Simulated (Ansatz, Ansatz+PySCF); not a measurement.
```yaml
atoms:
  - { symbol: S, position_ang: [0.0000, 0.0000, 0.0000] }
  - { symbol: O, position_ang: [1.3262, 0.0000, 0.0000] }
  - { symbol: O, position_ang: [-0.6631, 1.1485, 0.0000] }
  - { symbol: O, position_ang: [-0.6631, -1.1485, 0.0000] }
```

RHF on singlet SO3 was run in several spherical basis sets with Ansatz (development build ahead of 0.2.0). Caution for RHF: no unrestricted run beside it, a lower state can exist.

Problem. Rank the basis sets by the total energy that they give, lowest first, with the distance from the lowest.
A. 6-31G(d)
B. def2-SVP
C. cc-pVDZ
D. STO-3G
E. cc-pVTZ
F. def2-TZVP
G. 6-31G

Solution. F (0.00 eV), E (0.99 eV), C (5.72 eV), A (5.84 eV), B (14.04 eV), G (20.44 eV), D (220.06 eV).

Totals follow the description of the cores as much as that of the bonds, so this order isn't one of quality for chemistry.
